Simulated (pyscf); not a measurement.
Thermochemistry of product channels of O=W(=O)(Cl)–Cl + hydrogen (H₂) on the singlet surface, in kJ/mol, from ωB97M-D3(BJ)/def2-TZVP energies (ideal gas, 1 atm, RRHO with modes under 100 cm⁻¹ raised to 100, one conformer, R ln 2 for chiral ones without a mode under 150 cm⁻¹). PySCF, gas phase, ωB97X-D3(BJ)/def2-SVP geometries.

```tsv
products	ΔE	ΔH(298 K)	ΔG(600 K)	ΔG(1200 K)
HO–W(OH)(Cl)–Cl [singlet]	+94.9	+117.2	+181.4	+244.0
O=WH(OH)(Cl)–Cl	…	+39.4	+105.3	…
```

Problem. Some entries are withheld; supply them.

Solution. 
- O=WH(OH)(Cl)–Cl, ΔE: +22.6
- O=WH(OH)(Cl)–Cl, ΔG(1200 K): +171.5

These are energies of the channels, which say nothing of barriers. The other spin state of HO–W(OH)(Cl)–Cl [singlet] is not in these data. A restricted singlet here is unstable towards spin polarisation, as is usual where a triplet lies low; its energy is less safe. Elements past Kr carry the def2 core potentials, without spin-orbit coupling.
